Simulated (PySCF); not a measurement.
Geometries of 2 isomers of C6H5Cl, from PBE0-D3(BJ)/def2-SVP geometry optimisation, gas phase in PySCF 2.14.0. One conformer each, no zero-point energy, no frequencies.

Question: Which isomer lies lower at this level?
A.
```xyz
12
angstrom
Cl     3.523    0.307   -0.006
C      1.794    0.179   -0.002
C      1.020    1.338    0.013
C     -0.369    1.226    0.016
C     -0.977   -0.028    0.003
C     -0.190   -1.179   -0.012
C      1.200   -1.083   -0.015
H      1.508    2.313    0.023
H     -0.980    2.132    0.028
H     -2.067   -0.109    0.005
H     -0.660   -2.166   -0.022
H      1.827   -1.975   -0.027
```
B.
```xyz
12
angstrom
Cl     3.540   -0.926    0.855
C      2.475    0.229    0.177
C      1.139    0.070    0.094
C      0.320   -1.057    0.537
C     -0.970   -0.760    0.239
C     -1.029    0.558   -0.403
C      0.227    1.060   -0.492
H      2.978    1.125   -0.193
H      0.707   -1.955    1.016
H     -1.837   -1.392    0.438
H     -1.943    1.043   -0.747
H      0.535    2.016   -0.916
```

Answer: A. That is chlorobenzene (`Clc1ccccc1`), 35.9 kcal/mol below the other.

| SMILES | atoms numbered as above | E (Eh) | relative (kcal/mol) | relative (kJ/mol) | dipole (D) |
| --- | --- | --- | --- | --- | --- |
| Clc1ccccc1 | [Cl:1][c:2]1[cH:3][cH:4][cH:5][cH:6][cH:7]1 | -691.12172 | 0.0 | 0.0 | 1.57 |
| ClC=C1C=CC=C1 | [Cl:1][CH:2]=[C:3]1[CH:4]=[CH:5][CH:6]=[CH:7]1 | -691.06456 | 35.9 | 150.1 | 0.77 |

As drawn, the lower has an aromatic ring, which the higher lacks; the higher has a C=C bond outside aromatic rings, which the lower lacks.
